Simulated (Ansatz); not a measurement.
**CH2Al (doublet): the correlation ladder, 6-31G**

How much of the correlation energy of CH2Al (doublet) does each wave-function method recover here?

Method: 6-31G, core rule «outside noble gas», up to 6 orbitals frozen; program: Ansatz 0.2.0, Gaussian basis.

Plan: UHF; CCSD(T) on ROHF; CCSD(T) on UHF; BCCD(T) on ROHF; CISD; CCSDT(Q) on ROHF; CCSDT(Q) on UHF; CISDTQ; CCSDTQ on ROHF; CASSCF and MRCISD+Q, 9 electrons in 10 orbitals; CASSCF and NEVPT2, 9 electrons in 10 orbitals.

15 further runs of the same task are left out: 4 for a known fault of the program, 5 that didn't finish, 6 set aside as unsound or not needed.

### Step 1. What is computed

The geometry is a PBE0/def2-TZVP stationary point (not a proven minimum) of the parent state, kept for this charge and spin.

4 atoms, charge 0, spin multiplicity 2.

Atoms are counted from 1 here; the program's logs count them from 0.

Bond lengths: Al1–C2 1.948 Å, C2–H3 1.088 Å, C2–H4 1.088 Å. Angles: Al1–C2–H3 122.6°, Al1–C2–H4 122.6°, H3–C2–H4 114.8°.

### Step 2. UHF

The input, in.yaml:

```yaml
crystal:
  periodic: [false, false, false]
  atoms:
    - {symbol: Al, position_ang: [0.000000, 0.000000, 0.695038]}
    - {symbol: C, position_ang: [0.000000, 0.000000, -1.252764]}
    - {symbol: H, position_ang: [0.000000, 0.916303, -1.838714]}
    - {symbol: H, position_ang: [0.000000, -0.916304, -1.838714]}
basis:
  gaussian: {orbitals: 6-31G}
magnetization: {spin_polarized: true, initial_magnetization: 1}
hamiltonian: {xc: hf}
output: {orbitals: {seedname: orbitals}}
```

Launch:

```bash
$ ansatz run in.yaml --threads 1 --pin off --events-out ev --progress --plain --max-ram 2393MiB
```

The runs that follow: CCSD(T) on ROHF; CCSD(T) on UHF; BCCD(T) on ROHF; CISD; CCSDT(Q) on ROHF; CCSDT(Q) on UHF; CISDTQ; CCSDTQ on ROHF; CASSCF and MRCISD+Q, 9 electrons in 10 orbitals; CASSCF and NEVPT2, 9 electrons in 10 orbitals.

Q: Predict the results of all the runs planned. Wanted: RCCSDTQ below the RHF energy; RMP2 from RCCSDTQ; UMP2 from RCCSDTQ; RCCSD from RCCSDTQ; RCCSD(T) from RCCSDTQ; UCCSD(T) from RCCSDTQ; RCCSDT(Q) from RCCSDTQ; UCCSDT(Q) from RCCSDTQ; NEVPT2 valence from RCCSDTQ.

As calculated:

| quantity | value |
| --- | --- |
| RCCSDTQ below the RHF energy | -3.5350 eV |
| RMP2 from RCCSDTQ | +818.2 meV |
| UMP2 from RCCSDTQ | +805.1 meV |
| RCCSD from RCCSDTQ | +80.2 meV |
| RCCSD(T) from RCCSDTQ | +19.0 meV |
| UCCSD(T) from RCCSDTQ | +19.1 meV |
| RCCSDT(Q) from RCCSDTQ | +0.5 meV |
| UCCSDT(Q) from RCCSDTQ | +0.2 meV |
| NEVPT2 valence from RCCSDTQ | +400.0 meV |
| MRCISD+Q valence from RCCSDTQ | +62.5 meV |
| levels within 1 kcal/mol (43 meV) | RCCSD(T), UCCSD(T), BCCD(T), RCCSDT, UCCSDT, CISDTQ, RCCSDT(Q), UCCSDT(Q) |
| T1 diagnostic | 0.018 |
| effectively unpaired electrons | 1.04 |

What this shows: RCCSD(T) misses by +19.0 meV, 0.5 % of the correlation energy. One determinant dominates. Of the multireference levels listed MRCISD+Q valence comes nearest in total energy (+62.5 meV), which doesn't show that its space is the better one. These misses are within one basis, not against nature; the frozen cores of restricted and unrestricted runs differ, which can shift their rows.
